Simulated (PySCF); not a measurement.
Bonds broken one at a time in the series B F-Br. All species are isolated molecules in the gas phase. Strings in code marks are SMILES.

Level of theory: B3LYP-D3(BJ)/def2-TZVP // PBE0-D4/def2-TZVP in PySCF 2.14.0. B3LYP has the VWN-RPA correlation part, as in Gaussian. 

| species | dipole moment (D) |
|---|---|
| whole molecule (`B(F)(F)F`) | ? |
| radical fragment (`F[B]F`) | 0.29 |
| whole molecule (`FB(F)Br`) | 0.29 |
| radical fragment (`F[B]Br`) | 0.11 |
| whole molecule (`BrB(Br)F`) | 0.33 |
| radical fragment (`Br[B]Br`) | 0.42 |
| whole molecule (`B(Br)(Br)Br`) | 0.00 |

Task: Some entries are withheld; supply them.

Result: 
- whole molecule (`B(F)(F)F`), dipole moment (D): 0.00
